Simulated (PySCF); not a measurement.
Computed data sheet: `O=C1C[C@@H](F)O1`

C3H3FO2.
Atom-mapped SMILES: `[O:1]=[C:2]1[CH2:3][C@@H:4]([F:5])[O:6]1` (hydrogens: H7, H8 on C3; H9 on C4)

Cartesian coordinates in Å at the GFN2-xTB level; atoms count from 1:
```xyz
9
C3H3FO2 angstrom
O      1.578   -1.061   -1.415
C      0.722   -0.637   -0.722
C      0.446    0.642    0.053
C     -0.804   -0.127    0.491
F     -1.970    0.413    0.067
O     -0.434   -1.243   -0.301
H      0.236    1.507   -0.572
H      1.166    0.897    0.826
H     -0.926   -0.385    1.548
```

Some functional groups and rings: ester and C–F bond.

**GFN2-xTB geometry**

```yaml
Point_group_of_the_GFN2-xTB_geometry: C1
Rotational_constants_A_B_C_of_the_GFN2-xTB_geometry: 10.233, 2.743, 2.411 GHz
```

**PBE0/def2-SVPD ground state and vertical TDDFT (core frozen in the response) (PySCF)**

```yaml
Dipole_moment: 3.52 D
HOMO_energy: -8.76 eV
LUMO_energy: -0.44 eV
HOMO–LUMO_gap: 8.32 eV
Lowest_singlet_excitation: 5.98 eV (207 nm, f = 0.001)
Strongest_line_among_the_6_lowest_singlet_transitions: S4 at 8.63 eV (144 nm, f = 0.057)
Lowest_triplet_excitation_Tamm–Dancoff: 5.42 eV
Static_isotropic_polarisability: 40.9 au
Electronic_spatial_extent_⟨r²⟩_about_the_centre_of_nuclear_charge: 488 bohr²
```

PBE0/pcSseg-1 ground state and GIAO shieldings, non-relativistic (PySCF):

```yaml
Lowest_Hirshfeld_atomic_charge: -0.24 e on O1
Highest_Hirshfeld_atomic_charge: +0.21 e on C2
13C_chemical_shifts_computed_TMS_as_zero_by_class: 167.6 (C2), 104.8 (C4), 50.4 (C3) ppm
1H_chemical_shifts_computed_TMS_as_zero_by_class: 6.28 (H9), 3.54 (H7), 3.50 (H8) ppm
Isotropic_shieldings_of_nuclei_other_than_C_and_H_by_class: -109 (O1), -1 (O6), 322 (F5) ppm
Mayer_bond_orders_between_heavy_atoms: O1–C2 2.10, C2–C3 0.98, C3–C4 1.01, C4–F5 0.97, C4–O6 0.94, O6–C2 1.03
```

**B3LYP/pcJ-1 indirect spin-spin coupling, non-relativistic, gas phase (PySCF)**

```yaml
Largest_of_the_computed_one-bond_spin–spin_couplings_means_over_like_bonds: 19F–13C -313.7 (F5–C4), 13C–1H +197.1 (C4–H9), 13C–1H +149.4 (C3–H7), 13C–1H +149.3 (C3–H8), 13C–13C +45.0 (C2–C3), 13C–13C +36.5 (C3–C4), 17O–13C +30.3 (O6–C2), 17O–13C +24.2 (O1–C2) Hz
```

Monoisotopic mass (most abundant isotopes): 90.0117 u.

The dipole matches unit charges of opposite sign 0.73 Å apart (1 e·Å = 4.8032 D). The largest Löwdin shares of the LUMO are 0.37 on C2, 0.29 on O1, 0.15 on O6 and 0.10 on C3. The rotational constants make it an asymmetric top with κ = (2B − A − C)/(A − C) = -0.92, nearer the prolate limit (−1). With B = h/(8π²I), that is 505.379 GHz u Å² over I, the principal moments of inertia are 49.4, 184.3 and 209.6 u Å² (most abundant isotopes).

One-bond C–F couplings are unscaled; at this level they come out some 30 % too large in size.
